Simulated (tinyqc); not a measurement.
Inside a calculation. Method: Hueckel theory of the pi electrons, for the molecule c1ccoc1 (SMILES; centres numbered as the heavy atoms are written). One step of it, computed by the program tinyqc.

Task: Orbitals. Diagonalise; E = alpha + x beta with beta < 0, so the largest x are filled first; degenerate levels share their electrons. P = sum n_i c_ri c_si; each orbital has its largest coefficient positive (the first on a tie).

Hueckel matrix in units of beta (H = alpha + beta A), lower triangle:
```
,1C,2C,3C,4O,5C
1C,0.000000
2C,1.000000,0.000000
3C,0.000000,1.000000,0.000000
4O,0.000000,0.000000,0.800000,2.000000
5C,1.000000,0.000000,0.000000,0.800000,0.000000
```

pi electrons, sum of z_r less the charge = 6

Give: x values; occupations; coefficients; charge and bond-order matrix P.

Result:

x values: 2.633  1.314  0.618  -0.948  -1.618

occupations: 2.000  2.000  2.000  0.000  0.000

coefficients:
```
,MO1,MO2,MO3,MO4,MO5
1C,0.203,0.605,-0.372,-0.306,0.602
2C,0.203,0.605,0.372,-0.306,-0.602
3C,0.331,0.190,0.602,0.595,0.372
4O,0.836,-0.443,0.000,-0.323,0.000
5C,0.331,0.190,-0.602,0.595,-0.372
```

charge and bond-order matrix P, lower triangle:
```
,1C,2C,3C,4O,5C
1C,1.090
2C,0.537,1.090
3C,-0.083,0.811,1.015
4O,-0.198,-0.198,0.385,1.791
5C,0.811,-0.083,-0.432,0.385,1.015
```
